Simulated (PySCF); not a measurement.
## Adding and removing an electron: SiCl

PBE; PySCF, no relativity, basis sets Si pcseg-1, Cl pcseg-1. Neutral (UKS): doublet (π ↑), Re = 2.111 Å, ωe = 499 cm⁻¹, De = 4.40 eV, HOMO -4.30 eV, LUMO -4.11 eV.

SiCl⁺ (UKS): singlet (closed shell), Re = 1.990 Å, ωe = 628 cm⁻¹, De = 5.13 eV to Si⁺ + Cl. The energies at the minima are -749.30249 hartree for SiCl and -749.02749 for SiCl⁺.

Question: Work out the adiabatic ionisation energy, without and with harmonic zero-point energies (1 hartree = 27.2114 eV, 1 eV = 8065.5 cm⁻¹), and the change of the bond length.

Answer: At PBE: 0.27500 hartree = 7.483 eV between the minima; the zero-point term (628.0 − 499.0)/2 cm⁻¹ = +0.008 eV makes it 7.491 eV. Re changes by -12.1 pm against the neutral. The electron leaves a π orbital, and the shorter bond of the ion fits an antibonding orbital, or a change in how ionic the bond is.

For an ion De counts to the pair picked by the measured ionisation energies or electron affinities, which need not be the lowest pair at this level. States were picked by a PBE0 search and need not be the measured ground states.
